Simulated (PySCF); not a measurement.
B3LYP has the VWN-RPA correlation part, as in Gaussian. Excitations are Tamm–Dancoff values on a coarser integration grid. The basis has no diffuse functions, so Rydberg states are missing or too high.

Cartesian coordinates (Å):
```xyz
6

C     -0.4884    -0.0003     0.0013
C      0.9660     0.0006    -0.0027
N      2.1153     0.0013    -0.0058
H     -0.8656    -0.6860    -0.7576
H     -0.8610    -0.3159     0.9760
H     -0.8651     1.0004    -0.2113
```
Charge 0, multiplicity 1.

Estimate the T1 excitation (TDA), HOMO–LUMO gap, S1–T1 gap (TDA), total energy and HOMO that B3LYP-D3(BJ)/def2-TZVP in PySCF 2.14.0 returns for this input.


T1 excitation (TDA): 6.47 eV
HOMO–LUMO gap: 9.71 eV
S1–T1 gap (TDA): 1.39 eV
total energy: -132.8150 Ha
HOMO: -9.23 eV
